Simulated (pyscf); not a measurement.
ethane (H₃C–CH₃) + ZnH₂ → H₃C–CH₂–ZnH + hydrogen (H₂), a multi-bond step (singlet surface; C–H, C–H, H–Zn broken, C–H, C–Zn, H–H formed). Single points on ωB97X-D3(BJ)/def2-SVP structures (PySCF, gas phase). Energies in kcal/mol from the separated reactants.

Small-basis levels: PySCF, no dispersion term, spherical d functions. AM1 to PM7: differences of heats of formation from MOPAC. GFN2-xTB: tblite. Cost: rough CPU time at the saddle relative to B3LYP/6-31G*+LANL2DZ, from one job on a shared machine.

```
level                   barrier  reaction energy        cost
----------------------  -------  ---------------  ----------
HF/6-31G*+LANL2DZ         126.0            +19.8        0.07
MP2/6-31G*+LANL2DZ        103.0             +8.1        0.07
BP86/6-31G*+LANL2DZ        84.8            +11.8           1
B3LYP/3-21G                78.9             -7.5         0.7
B3LYP/LANL2DZ              96.0            +12.8         0.9
B3LYP/6-31G*+LANL2DZ       96.0            +14.2           1
M06-2X/6-31G*+LANL2DZ       [?]            +12.2           3
PBE/def2-SVP               80.3             +9.8           1
B3LYP/def2-SVP             93.7            +12.7         0.9
GFN2-xTB                  100.0            +41.5  under 0.02
PM3                        77.2            -10.2  under 0.02
PM7                         [?]            -15.3  under 0.02
ωB97M-D3(BJ)/def2-TZVP      [?]            +13.6           –
```

Question: Fill in the missing entries.

Answer: 
- M06-2X/6-31G*+LANL2DZ, barrier: 92.5
- PM7, barrier: 105.4
- ωB97M-D3(BJ)/def2-TZVP, barrier: 96.4

Against the last row the barrier runs from -19.1 (PM3) to +29.7 kcal/mol (HF/6-31G*+LANL2DZ). ωB97M-D3(BJ)/def2-TZVP has limits of its own. From the product side, •H₂C–CH₃ + ZnH• + H₂ lies, by one bond made or cut, 14.3 kcal/mol under this saddle at ωB97M-D3(BJ). The same reactants have a lower exit, to ZnH• + H• + H₃C–CH₃ (no saddle counted: cutting one bond costs +81.9 kcal/mol at ωB97M-D3(BJ), against +96.4 kcal/mol here). This is the saddle that the search found; another between the same sides may lie lower. In the def2 sets elements up to Kr have no core potential.
